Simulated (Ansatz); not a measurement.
`CC(N)N` + H₂ → `CCN` + NH₃ at 298.15 K and 1 bar (hydrogenolysis of a C–N bond).

Computed with Ansatz on PBE0-D4/def2-TZVP structures; ΔE is electronic, products minus reactants. CCSD(T)/CBS adds triple-zeta CCSD(T) − MP2 to the extrapolated MP2 energy (def2 sets, frozen cores). This one scheme is used for every species. One conformer a species, not always the lowest.

```json
{"species": "`CC(N)N`", "CCSD(T)/CBS energy (Eh)": "-190.32384", "H − E (kJ/mol)": "306.4", "S (J/(mol·K))": "295.5"}
{"species": "H₂", "CCSD(T)/CBS energy (Eh)": "-1.17544", "H − E (kJ/mol)": "35.1", "S (J/(mol·K))": "130.4"}
{"species": "`CCN`", "CCSD(T)/CBS energy (Eh)": "-135.01652", "H − E (kJ/mol)": "257.8", "S (J/(mol·K))": "271.6"}
{"species": "NH₃", "CCSD(T)/CBS energy (Eh)": "-56.50880", "H − E (kJ/mol)": "100.5", "S (J/(mol·K))": "192.4"}
```

H − E and S are ideal-gas, rigid-rotor, harmonic terms from PBE0-D4/def2-TZVP, for one conformer and one mirror image of each species. The MP2-based limit puts H₂ 0.8 mEh under its directly extrapolated value; such offsets cancel only in part. 1 Eh = 2625.50 kJ/mol, R = 8.31446 J/(mol·K).

Q: By hand: ΔE, ΔH, ΔS and ΔG.

A: ΔE = (-135.01652) + (-56.50880) − (-190.32384) − (-1.17544) = -0.02604 Eh = -68.4 kJ/mol. Δ(H − E) = 257.8 + 100.5 − 306.4 − 35.1 = 16.8, so ΔH = -51.6 kJ/mol. ΔS = 271.6 + 192.4 − 295.5 − 130.4 = 38.1 J/(mol·K). ΔG = -51.6 − 298.15 × (38.1)/1000 = -63.0 kJ/mol.

Q: By hand: the equilibrium constant, and the temperature at which ΔG would vanish if ΔH and ΔS stayed fixed.

A: log₁₀ K = −ΔG/(RT ln 10) = 11.0. ΔH and −TΔS have one sign here, so there is no such temperature.

ΔH outweighs TΔS. A doubt of 5 kJ/mol in ΔE shifts log₁₀ K by 0.9 here. Other conformers and mirror images would add mixing entropy, several J/(mol·K) or more a flexible species. These are equilibria of isolated gas molecules and say nothing of rates. Largest T1 diagnostic: 0.009 (customary marks: 0.02 for closed shells, 0.045 for open ones).
